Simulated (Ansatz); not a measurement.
# H2Cl (doublet): wave-function methods side by side at distance H1–H2 along a hydrogen transfer = 0.693 Å, cc-pVDZ

Aim: climb from Hartree-Fock through coupled cluster and multireference methods for H2Cl (doublet) at one geometry and basis, and see what each rung misses.

Computed with Ansatz 0.2.0, Gaussian basis. Level: cc-pVDZ, core rule «outside noble gas», up to 5 orbitals frozen.

To be run: UHF; CCSD(T) on ROHF; CCSD(T) on UHF; BCCD(T) on ROHF; CISD; CCSDT(Q) on ROHF; CCSDT(Q) on UHF; CCSDTQ on ROHF; CCSDTQ on UHF; CASSCF and MRCISD+Q, 3 electrons in 3 orbitals; CASSCF and NEVPT2, 3 electrons in 3 orbitals; CASSCF and MRCISD+Q, 9 electrons in 6 orbitals; CASSCF and NEVPT2, 9 electrons in 6 orbitals; Full CI.

### 1 The system

The geometry derives from fragments relaxed apart (PBE0/def2-TZVP) and kept rigid, so it is no stationary point. A hydrogen atom is moved between rigid fragments.

3 atoms, charge 0, spin multiplicity 2.

Atoms are counted from 1 here; the program's logs count them from 0.

Bond lengths: H1–H2 0.693 Å.

### 2 UHF

in.yaml reads:

```yaml
crystal:
  periodic: [false, false, false]
  atoms:
    - {symbol: H, position_ang: [0.000000, 0.000000, -1.123667]}
    - {symbol: H, position_ang: [0.000000, 0.000000, -0.430667]}
    - {symbol: Cl, position_ang: [0.000000, 0.000000, 1.554333]}
basis:
  gaussian: {orbitals: cc-pVDZ}
magnetization: {spin_polarized: true, initial_magnetization: 1}
hamiltonian: {xc: hf}
output: {orbitals: {seedname: orbitals}}
```

The run is started by

```bash
$ ansatz run in.yaml --threads 1 --pin off --events-out ev --progress --plain --max-ram 2816MiB --backend cpu
```

The runs that follow: CCSD(T) on ROHF; CCSD(T) on UHF; BCCD(T) on ROHF; CISD; CCSDT(Q) on ROHF; CCSDT(Q) on UHF; CCSDTQ on ROHF; CCSDTQ on UHF; CASSCF and MRCISD+Q, 3 electrons in 3 orbitals; CASSCF and NEVPT2, 3 electrons in 3 orbitals; CASSCF and MRCISD+Q, 9 electrons in 6 orbitals; CASSCF and NEVPT2, 9 electrons in 6 orbitals; Full CI.

**Question.** What will the summary of the whole plan be? Wanted: FCI below the RHF energy; RMP2 from FCI; UMP2 from FCI; RCCSD from FCI; RCCSD(T) from FCI; UCCSD(T) from FCI; RCCSDT(Q) from FCI; UCCSDT(Q) from FCI; NEVPT2 pair from FCI.

The runs gave:

| quantity | value |
| --- | --- |
| FCI below the RHF energy | -4.6486 eV |
| RMP2 from FCI | +16.11 kcal/mol |
| UMP2 from FCI | +16.48 kcal/mol |
| RCCSD from FCI | +1.27 kcal/mol |
| RCCSD(T) from FCI | +0.27 kcal/mol |
| UCCSD(T) from FCI | +0.26 kcal/mol |
| RCCSDT(Q) from FCI | +0.01 kcal/mol |
| UCCSDT(Q) from FCI | 0.00 kcal/mol |
| NEVPT2 pair from FCI | +15.10 kcal/mol |
| MRCISD+Q pair from FCI | -0.26 kcal/mol |
| NEVPT2 valence from FCI | +23.96 kcal/mol |
| levels within 1 kcal/mol (43 meV) | RCCSD(T), UCCSD(T), BCCD(T), RCCSDT, UCCSDT, RCCSDT(Q), UCCSDT(Q), RCCSDTQ, UCCSDTQ, MRCISD+Q pair, MRCISD+Q valence |
| T1 diagnostic | 0.014 |
| effectively unpaired electrons | 1.02 |

**Reading.** RCCSD(T) lands +0.27 kcal/mol from the yardstick (0.3 % of the correlation energy). MRCISD+Q pair, MRCISD+Q valence fall below full CI: the +Q correction isn't variational, and the cores differ from full CI's. One determinant dominates. Of the multireference levels listed MRCISD+Q valence comes nearest in total energy (-0.22 kcal/mol), which doesn't show that its space is the better one. These misses are within one basis, not against nature; the frozen cores of restricted and unrestricted runs differ, which can shift their rows.
